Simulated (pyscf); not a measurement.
5 gas-phase steps of one pattern: four-centre exchange on the singlet surface, As–Si + H–H or Ge–P + H–H or H–H + P–Si broken and As–H + H–Si or Ge–H + H–P or H–P + H–Si formed. PySCF, gas phase, ωB97X-D3(BJ)/def2-SVP geometries. Electronic energies in eV, from the separated reactants; ΔE‡ at ωB97M-D3(BJ)/def2-TZVP, beside the barrier at PBE/def2-TZVP on the same structures. Rows were drawn at random from the steps of this pattern with a verified saddle, stable references and no exit in the data more than 5 kcal/mol lower.

```json
[
 {"row": "1", "step": "HO–As(OH)–SiH₃ + H₂ → HO–AsH–OH + SiH₄", "ΔE‡(PBE)": "1.64", "ΔE‡": "2.06"},
 {"row": "2", "step": "H₂P–SiH₂–PH₂ + H₂ -> H₃Si–PH₂ + PH₃", "ΔE‡(PBE)": "2.49", "ΔE‡": "2.83"},
 {"row": "3", "step": "H₂P–GeH₂–PH₂ + H₂ → H₂P–GeH₃ + PH₃", "ΔE‡(PBE)": "2.32", "ΔE‡": "2.75"},
 {"row": "4", "step": "H₃Si–PH–InH₂ + H₂ → H₂P–InH₂ + SiH₄", "ΔE‡(PBE)": "2.31", "ΔE‡": "?"},
 {"row": "5", "step": "H₃Si–PH–GaH–PH₂ + H₂ -> H₂P–GaH–PH₂ + SiH₄", "ΔE‡(PBE)": "2.46", "ΔE‡": "2.82"}
]
```

From a straight line through the complete rows, estimate the missing barrier and say how far the line can be trusted.

Over the 4 complete rows the means are +2.23 (ΔE‡(PBE)) and 2.62 (ΔE‡); least squares gives b = 0.93 and a = 0.54 eV, with residuals of 0.03 eV (root mean square; largest 0.05, row 3). For row 4: 0.54 + 0.93 × (+2.31) = 2.69 eV. The computed barrier is 2.79 eV, 0.10 over the line. The line follows the complete rows closely but misses this one by more than their scatter. Each barrier is that of the saddle found. Elements up to Kr have no core potential and no relativistic terms here. Elements past Kr carry the def2 core potentials, without spin-orbit coupling.
